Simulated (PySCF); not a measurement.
(Z)-2-butenenitrile, C4H5N.
Atom-mapped SMILES: `[CH3:1]/[CH:2]=[CH:3]\[C:4]#[N:5]` (hydrogens: H6, H7, H8 on C1; H9 on C2; H10 on C3)

The calculation used PBE0-D3(BJ)/def2-SVP geometry optimisation, gas phase (PySCF).

**Question.** What internal coordinates does the optimisation give?

**Answer.** 
```json
{"bond": "C1–C2", "length (Å)": "1.486", "order": "single"}
{"bond": "C2=C3", "length (Å)": "1.344", "order": "double"}
{"bond": "C3–C4", "length (Å)": "1.427", "order": "single"}
{"bond": "C4≡N5", "length (Å)": "1.160", "order": "triple"}
{"bond": "C1–H6, C1–H7, C1–H8", "length (Å)": "1.101", "order": "single"}
{"bond": "C2–H9", "length (Å)": "1.096", "order": "single"}
{"bond": "C3–H10", "length (Å)": "1.093", "order": "single"}
```

Bonds in one row agree within 0.01 Å and their mean is given. Orders are formal, as drawn. A selection of angles:
```json
{"angle": "C2–C1–H6", "degrees": "110.5"}
{"angle": "C2–C1–H7", "degrees": "112.2"}
{"angle": "H6–C1–H7", "degrees": "108.8"}
{"angle": "H6–C1–H8", "degrees": "106.4"}
{"angle": "C1–C2–C3", "degrees": "126.1"}
{"angle": "C1–C2–H9", "degrees": "117.0"}
{"angle": "C3–C2–H9", "degrees": "116.9"}
{"angle": "C2–C3–C4", "degrees": "122.9"}
{"angle": "C2–C3–H10", "degrees": "120.7"}
{"angle": "C4–C3–H10", "degrees": "116.3"}
{"angle": "C3–C4–N5", "degrees": "179.9"}
```

Dihedral angles: C1–C2–C3–C4 0° (synperiplanar).

The 5 heavy atoms lie in one plane (0.000 Å rms). Of the pairs four or more bonds apart, C4···H7 is among the closest relative to their van der Waals radii: 2.59 Å, 89 % of the sum of Bondi's values. The C–C distances run from 1.344 Å (C2=C3, drawn double) to 1.486 Å (C1–C2, drawn single), a spread of 0.142 Å.

Not checked by PBE0-D3(BJ)/def2-SVP frequencies.
